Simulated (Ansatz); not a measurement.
Energy needed to pull apart BNH$_{4}$S (SMILES NBS), closed shell, into free ground-state atoms, from the structure below (displaced at random from a GFN2-xTB minimum); no zero-point or spin–orbit terms; open-shell atoms are treated unrestricted, in their ground-state multiplicity.

N1  (-0.618, 0.368, -0.593)
B2  (-0.022, 0.220, 0.631)
S3  (1.352, -1.014, 0.859)
H4  (-0.380, -0.116, -1.425)
H5  (-1.362, 1.051, -0.684)
H6  (-0.263, 0.858, 1.565)
H7  (1.336, -1.511, -0.381)
(Å)

Computed with Ansatz 0.2.0 (basis: def2-TZVPP); correlated methods freeze the cores. B3LYP uses VWN-RPA correlation.

```csv
method,atomization energy (kJ/mol)
PBE-D4,2501
r2SCAN-D4,2458
PBE0-D4,2458
B3LYP-D4,2465
BHLYP-D4,2396
wB97M-V,?
HF,1771
MP2,2403
CCSD,?
CCSD(T),2372
```

Q: What does CCSD give? (To be estimated.)

A: Computed: 2336 kJ/mol, which is about 36 kJ/mol less than CCSD(T)/def2-TZVPP.

Q: What does wB97M-V give? (An estimate is asked for; the value comes from the calculation.)

A: The calculation gives: 2473 kJ/mol, which is about 101 kJ/mol more than CCSD(T)/def2-TZVPP.

In triple zeta the MP2 and coupled-cluster atomization energies are still short of their basis limit by a few kcal/mol a bond, whereas those of the functionals are nearly converged, so these differences are not deviations from converged CCSD(T).

No T1 diagnostic of these runs exceeds 0.013.

For scale, one of the runs: CCSD(T)/def2-TZVPP forces, 160 basis functions (an equivalent command: `ansatz run in.yaml --threads 4`). Time: 40 s of wall clock on 4 CPU threads; the host was shared. Peak host memory: 2.2 GiB.
